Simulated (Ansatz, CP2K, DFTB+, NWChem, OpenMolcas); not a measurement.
## How methods differ on C3H6 (SMILES C=CC)

C3H6: 9 atoms, total charge 0, spin state singlet. As SMILES, `C=CC`. The shape is that of a PBE0-D4/def2-TZVP optimisation.

Each level gives the dipole moment (D). The values are calculated.

**What was measured.** NIST CCCBDB gives the dipole moment of the gas as 0.36 D.

```json
{"level": "DFTB2", "kind": "semi-empirical", "program": "DFTB+", "value (D)": "0.39", "computed − measured": "+0.03"}
{"level": "PM3", "kind": "semi-empirical", "program": "CP2K", "value (D)": "0.23", "computed − measured": "-0.13"}
{"level": "HF/cc-pVDZ", "kind": "Hartree–Fock", "program": "OpenMolcas", "value (D)": "0.38", "computed − measured": "+0.02"}
{"level": "SVWN5/cc-pVDZ", "kind": "LDA", "program": "OpenMolcas", "value (D)": "0.47", "computed − measured": "+0.11"}
{"level": "BLYP/cc-pVDZ", "kind": "GGA", "program": "OpenMolcas", "value (D)": "0.43", "computed − measured": "+0.07"}
{"level": "PBE/cc-pVDZ", "kind": "GGA", "program": "Ansatz", "value (D)": "0.44", "computed − measured": "+0.08"}
{"level": "M06-L/cc-pVDZ", "kind": "meta-GGA", "program": "NWChem", "value (D)": "0.47", "computed − measured": "+0.11"}
{"level": "B3LYP/cc-pVDZ", "kind": "global hybrid", "program": "OpenMolcas", "value (D)": "0.41", "computed − measured": "+0.05"}
{"level": "CAM-B3LYP/cc-pVDZ", "kind": "range-separated hybrid", "program": "NWChem", "value (D)": "0.41", "computed − measured": "+0.05"}
```

Nearest: HF/cc-pVDZ (+0.02 D); farthest: PM3 (-0.13 D). The measured dipole is a vibrational average, so differences of a few hundredths of a debye mean little. Computed less measured by kind, in D (cc-pVDZ rows): semi-empirical -0.13 to +0.03; Hartree–Fock +0.02; LDA +0.11; GGA +0.07 to +0.08; meta-GGA +0.11; global hybrid +0.05; range-separated hybrid +0.05. Magnitudes only: a small dipole may point the other way at some levels.
